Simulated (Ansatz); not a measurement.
Start from `[NH]1[AlH][SiH2]1` and change one element to get `[CH2]1[NH][AlH]1`.

Ansatz, PBE0-D4/def2-TZVP geometries, multiplicity 1. 

| property | `[NH]1[AlH][SiH2]1` |
| --- | --- |
| HOMO energy (ωB97M-V/def2-TZVPP) / eV | -8.43 |
| HOMO energy (PBE/def2-TZVPP) / eV | -5.52 |
| vertical ionisation energy (CCSD(T)/CBS(def2)) / eV | 8.72 |
| size of the dipole moment (B3LYP/def2-TZVPP) / D | 1.12 |
| size of the dipole moment (ωB97M-V/def2-TZVPP) / D | 1.17 |
| LUMO energy (B3LYP/def2-TZVPP) / eV | -1.26 |

(1) Give the same properties after the change, and the shifts. (Best estimate.)

Results:

(1) Ansatz gave: 
| property | `[CH2]1[NH][AlH]1` | shift |
| --- | --- | --- |
| HOMO energy (ωB97M-V/def2-TZVPP) / eV | -8.74 | -0.31 |
| HOMO energy (PBE/def2-TZVPP) / eV | -5.18 | 0.34 |
| vertical ionisation energy (CCSD(T)/CBS(def2)) / eV | 8.84 | 0.12 |
| size of the dipole moment (B3LYP/def2-TZVPP) / D | 0.80 | -0.32 |
| size of the dipole moment (ωB97M-V/def2-TZVPP) / D | 0.90 | -0.27 |
| LUMO energy (B3LYP/def2-TZVPP) / eV | -0.95 | 0.31 |

With PBE0 the HOMO rises by 0.06 eV and the LUMO rises by 0.36 eV, so the gap widens by about 0.30 eV. PBE moves the HOMO by 0.34 eV and ωB97M-V by -0.31 eV. Dipoles are sizes alone; their direction can turn.

B3LYP here is the variant with VWN-RPA as its local correlation; programs differ in this.
